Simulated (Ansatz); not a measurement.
Reaction (SMILES): C(=O)=C + 4 [H][H] (H2) → 2 C (CH4) + O (H2O)
B3LYP-D3(BJ)/def2-TZVP geometries, fixed; electronic energies without zero-point terms.

The energy of full hydrogenation at CCSD(T) with Ansatz (a first-principles code), in kcal/mol, split into its Hartree-Fock and correlation parts. Cores are frozen. No added dispersion term, no relativity. Functions are those of the species that has most.

```tsv
basis	X	functions	Hartree-Fock	CCSD(T)
cc-pVDZ	2	52	-105.81	-95.87
cc-pVTZ	3	118	-104.81	-100.93
cc-pVQZ	4	225	-104.95	-102.13
```

Worked estimate of the basis-set limit from each neighbouring pair, with Hartree-Fock from the larger set and the correlation part extrapolated as X^-3.
Correlation parts: X = 2: 9.94, X = 3: 3.88, X = 4: 2.82.
- (2,3): (27·(3.88) - 8·(9.94))/19 = 1.33; with Hartree-Fock -104.81 the estimate is -103.48 kcal/mol.
- (3,4): (64·(2.82) - 27·(3.88))/37 = 2.05; with Hartree-Fock -104.95 the estimate is -102.90 kcal/mol.
The last two estimates differ by 0.58 kcal/mol; the largest set lies 0.77 from the last. Over the last step Hartree-Fock moves by -0.14 and the correlation part by -1.06.
